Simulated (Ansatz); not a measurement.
Molecule: dimethylsulfoxide, C$_{2}$H$_{6}$OS, charge 0, multiplicity 1. SMILES: CS(C)=O
Geometry: optimised at B3LYP-D3(BJ)/def2-TZVP (Ansatz, a quantum-chemistry and plane-wave program).

Wanted: enthalpy of formation at 298 K, in kcal/mol. Terms: dispersion terms only where a functional's name holds one; open shells spin-unrestricted; six Cartesian d functions in 6-31G* and its kin unless marked 5d; no spin-orbit coupling; non-relativistic. Ab initio and DFT rows: single points at B3LYP-D3(BJ) geometries (Ansatz), with unscaled harmonic terms from B3LYP/6-31G* at its own minima, enthalpies of formation by atomisation with measured atoms.

| species | coefficient | E at B3LYP/6-31G* (Ansatz), Eh | E at PBE/def2-TZVPD (Ansatz), Eh | H(298 K) - E, kcal/mol |
|---|---|---|---|---|
| CS(C)=O | +1 | -553.18593 | -552.93110 | 54.25 |
| C atom | -2 | -37.84628 | -37.79605 | - |
| H atom | -6 | -0.50027 | -0.49962 | - |
| O atom | -1 | -75.06062 | -75.01069 | - |
| S atom | -1 | -398.10499 | -397.93910 | - |

The atoms take no thermal term, since their enthalpies of formation at 0 K are used: the result is the sum of coefficient times E, plus the molecule's thermal term, plus number times (enthalpy of formation minus H(298) - H(0)) over the atoms. Measured values of the atoms (G2/97 table in ASE), kcal/mol:

```
atom  number  enthalpy of formation of the gas at 0 K  H(298) - H(0) of the element's standard state
----  ------  ---------------------------------------  ---------------------------------------------
C          2                                   169.98                                           0.25
H          6                                    51.63                                           1.01
O          1                                    58.99                                           1.04
S          1                                    65.66                                           1.05
```

Measured values: G2/97 table in ASE (Curtiss et al.); they hold spin-orbit and core effects, anharmonicity.  Value to compare with, the measured value: -36.2 kcal/mol. 1 Eh = 627.5095 kcal/mol.

**Question.** Compute it at each level from the table, and compare with the measured value.

**Answer.** 
- B3LYP/6-31G*: the sum of coefficient times E is -1.32614 Eh, or -832.17 kcal/mol; the thermal terms add 54.25; the atoms' measured terms add 765.74. Result: -12.2 kcal/mol. Its error against the measured value is 24.0 kcal/mol.
- PBE/def2-TZVPD: the sum of coefficient times E is -1.39149 Eh, or -873.17 kcal/mol; the thermal terms add 54.25; the atoms' measured terms add 765.74. Result: -53.2 kcal/mol. Its error against the measured value is -17.0 kcal/mol.
